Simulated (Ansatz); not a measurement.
Potential energy curve for CH, doublet.

Computed with: UKS-PBE = unrestricted PBE/cc-pVTZ in Ansatz (a first-principles code); UKS-PBE0 = unrestricted PBE0/cc-pVTZ (Ansatz); FCI = full CI/cc-pVTZ, frozen core in Ansatz.

Energies relative to the lowest point of each curve near equilibrium, in eV; the last columns give the error against full CI:

| R / Å | UKS-PBE | UKS-PBE0 | FCI | UKS-PBE − FCI | UKS-PBE0 − FCI |
|---|---|---|---|---|---|
| 0.90 | 1.162 | 1.095 | 1.096 | 0.066 | -0.001 |
| 0.94 | 0.731 | 0.674 | 0.673 | 0.057 | 0.000 |
| 1.02 | 0.214 | 0.179 | 0.178 | 0.036 | 0.001 |
| 1.04 | 0.140 | 0.111 | 0.111 | 0.030 | 0.000 |
| 1.09 | 0.029 | 0.015 | 0.015 | 0.014 | 0.000 |
| 1.13 | 0.000 | 0.000 | 0.000 | 0.000 | 0.000 |
| 1.16 | 0.007 | 0.017 | 0.017 | -0.010 | 0.000 |
| 1.20 | 0.046 | 0.071 | 0.070 | -0.025 | 0.001 |
| 1.23 | 0.093 | 0.130 | 0.128 | -0.035 | 0.002 |
| 1.30 | 0.251 | 0.314 | 0.309 | -0.058 | 0.005 |
| 1.37 | 0.454 | 0.544 | 0.532 | -0.078 | 0.013 |
| 1.54 | 1.038 | 1.192 | 1.141 | -0.103 | 0.051 |
| 1.71 | 1.647 | 1.863 | 1.737 | -0.090 | 0.126 |
| 1.86 | 2.154 | 2.406 | 2.197 | -0.043 | 0.209 |
| 1.99 | 2.550 | 2.774 | 2.532 | 0.018 | 0.242 |
| 2.23 | 3.088 | 3.186 | 2.987 | 0.101 | 0.199 |
| 2.49 | 3.391 | 3.401 | 3.273 | 0.118 | 0.128 |
| 2.80 | 3.550 | 3.512 | 3.432 | 0.118 | 0.080 |
| 3.09 | 3.610 | 3.555 | 3.493 | 0.117 | 0.062 |
| 3.42 | 3.639 | 3.575 | 3.521 | 0.118 | 0.054 |
| 3.93 | 3.655 | 3.586 | 3.534 | 0.121 | 0.052 |
| 4.59 | 3.661 | 3.590 | 3.538 | 0.122 | 0.052 |

UKS-PBE is furthest from FCI at 4.59 (0.122 eV, above); its mean absolute error over the points is 0.067 eV.

UKS-PBE0 is furthest from FCI at 1.99 (0.242 eV, above); its mean absolute error over the points is 0.058 eV.

The unrestricted determinant behind UKS-PBE is spin-contaminated at 0.90 to 1.09, 2.23 to 4.59 Å (<S²> up to 1.8, against 0.75 for a pure doublet). The unrestricted determinant behind UKS-PBE0 is spin-contaminated at 0.90 to 1.20, 1.86 to 4.59 Å (<S²> up to 1.8, against 0.75 for a pure doublet).
